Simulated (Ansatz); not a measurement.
Cartesian coordinates in Å:
```
C 1.167 -1.218 -1.005
C 0.506 -0.045 -0.399
F 1.089 1.117 -0.765
C -0.538 0.029 0.422
C -1.119 1.281 0.971
Cl -1.326 -1.429 0.926
H 2.217 -1.252 -0.701
H 1.142 -1.138 -2.095
H 0.680 -2.142 -0.704
H -1.085 1.272 2.064
H -2.167 1.379 0.677
H -0.568 2.148 0.609
```

Charge 0, multiplicity 1.

**Question.** List the r2SCAN/def2-TZVPP orbital energies in eV (Ansatz 0.2.0). (Best estimate.)

**Answer.** The calculation gave: Occupied: -2753.58, -666.69, -275.46, -274.65, -273.35, -273.30, -254.94, -193.55, -193.31, -193.30, -32.35, -23.12, -20.32, -19.53, -17.40, -14.64, -12.84, -12.51, -12.19, -10.85, -10.81, -10.33, -10.11, -9.89, -9.40, -8.70, -7.74, -5.81. Lowest empty: -0.39, 0.13, 1.50, 2.06, 2.69, 3.48, 3.53, 3.55.
